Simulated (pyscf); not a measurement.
Optimised with ωB97X-D3(BJ)/def2-SVP in PySCF. Correlated levels are frozen-core, on RHF or UHF. ΔMP2 is the change of the MP2 total energy from the triple- to the quadruple-zeta basis.

Question: PBE/def2-TZVP puts the barrier of `[OH][B]([F])[F]` → `[O]=[B][F]` + `[FH]` (elimination; singlet surface; H–O, B–F broken, F–H formed) at 58.8 kcal/mol and the reaction energy at +58.6 kcal/mol, from the reactant's lowest minimum found. What do M06-2X/def2-TZVP, ωB97M-D3(BJ)/def2-TZVP, CCSD(T)/def2-TZVPP + ΔMP2(QZVPP) give on the same structures?

Answer: M06-2X: ΔE‡ = 67.4 kcal/mol, ΔE = +64.6 kcal/mol; ωB97M-D3(BJ): ΔE‡ = 64.6 kcal/mol, ΔE = +61.3 kcal/mol; CCSD(T): ΔE‡ = 66.6 kcal/mol, ΔE = +59.8 kcal/mol. PBE's barrier lies under all of them, by 5.9 to 8.7 kcal/mol. Its reaction energy lies under all of them, by 1.2 to 5.9 kcal/mol. Low barriers are usual for a GGA, whose delocalisation error favours stretched bonds. On the product side the descent ends in a complex, 6.1 kcal/mol under the separated species and 9.7 kcal/mol under the saddle at ωB97X-D3(BJ)/def2-TZVP. This is the saddle that the search found; another between the same sides may lie lower. The CCSD(T) − MP2 part came from Ansatz, without density fitting, on the same reference.
